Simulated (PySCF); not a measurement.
Species: C₃H₅N₃.
Geometry (PBE0-D3(BJ)/def2-SVP, Å), atoms numbered from 1 in this order:
```
atom  x, y, z in Å
C1    -1.3561    0.0419    0.4599
N2     0.0010   -0.0023   -0.0223
C3     0.7439   -1.0992   -0.3428
N4     1.9516   -0.7490   -0.6957
N5     2.0278    0.6043   -0.6081
C6     0.8642    1.0369   -0.2037
H7    -1.7788    1.0375    0.2729
H8    -1.9694   -0.6974   -0.0729
H9    -1.4059   -0.1655    1.5398
H10    0.3561   -2.1168   -0.3072
H11    0.5907    2.0778   -0.0334
```

Theory: PBE0-D3(BJ)/def2-SVP geometry optimisation, gas phase in PySCF.

Take the most abundant isotopes and a rigid rotor. 

**Question.** What are A, B and C (MHz)?

**Answer.** Ia = 52.65, Ib = 137.13, Ic = 186.53 u·Å²; 505379 MHz·u·Å²/I gives A = 9599, B = 3685, C = 2709 MHz.

**Question.** What kind of rotor is it?

**Answer.** An asymmetric top. Ray's parameter κ = (2B − A − C)/(A − C) = -0.717; −1 is the prolate and +1 the oblate limit.

**Question.** What does the inertial defect say?

**Answer.** Not planar: Δ = Ic − Ia − Ib = -3.25 u·Å². For a rigid frame Δ = −2 Σ m c², so Σ m c² = 1.63 u·Å² lies off the ab plane: 1.62 from hydrogen and 0.01 from heavier atoms. The atom farthest from that plane is 1.04 Å away.

**Question.** Give the other two planar moments, Paa and Pbb, and the rms extents of the mass along the axes.

**Answer.** Paa = Σ m a² = (Ib + Ic − Ia)/2 = 135.50 and Pbb = Σ m b² = (Ia + Ic − Ib)/2 = 51.02 u·Å². With the mass M = 83.05 u, the rms extents √(P/M) along a, b and c are 1.28, 0.78, 0.14 Å.

**Question.** Predict some low-J microwave lines.

**Answer.** The dipole components are |μa| = 6.17 D, |μb| = 0.01 D, |μc| = 0.02 D. Intensities carry the squares of the components, which stand as 1.00 : 0.00 : 0.00 (a : b : c). Some lines, for components of 0.1 D or more:

```
type  branch         J(Ka,Kc)    MHz  lower level (cm⁻¹)
   a       Q  1(1,0) ← 1(1,1)    976               0.411
   a       Q  2(1,1) ← 2(1,2)   2928               0.805
   a       R  1(0,1) ← 0(0,0)   6395               0.000
   a       R  2(1,2) ← 1(1,1)  11814               0.411
   a       R  2(0,2) ← 1(0,1)  12679               0.213
   a       R  2(1,1) ← 1(1,0)  13766               0.443
```

Stationary, but not proved a minimum. Constants of a rigid frame at the computed geometry: no zero-point averaging, no centrifugal distortion. A rigid rotor knows nothing of internal rotation, which can split or shift real lines. Quadrupole hyperfine structure (14N) is left out.

The run took 37 s wall on one thread of an Arm Neoverse V1, shared host with 32 logical CPUs at a one-minute load of 16, and the process peaked at 0.45 GiB of memory. That covers the optimisation of the geometry.
